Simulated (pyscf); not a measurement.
Thermochemistry of product channels of vinyl chloride (H₂C=CH–Cl) + H atom (H•) on the doublet surface, in kJ/mol, from ωB97M-D3(BJ)/def2-TZVP energies (ideal gas, 1 atm, RRHO with modes under 100 cm⁻¹ raised to 100, one conformer, R ln 2 for rigid chiral ones). PySCF, gas phase, ωB97X-D3(BJ)/def2-SVP geometries.

```json
[
 {"products": "H₃C–CH•–Cl", "ΔE": "(withheld)", "ΔH(298 K)": "-164.9", "ΔG(600 K)": "-109.7", "ΔG(900 K)": "-80.4"},
 {"products": "H₂C=C•–Cl + hydrogen (H₂)", "ΔE": "(withheld)", "ΔH(298 K)": "+24.6", "ΔG(600 K)": "+11.8", "ΔG(900 K)": "+5.0"}
]
```

Q: Fill in the missing entries.

A: 
- H₃C–CH•–Cl, ΔE: -185.3
- H₂C=C•–Cl + hydrogen (H₂), ΔE: +30.7

These are energies of the channels, which say nothing of barriers.
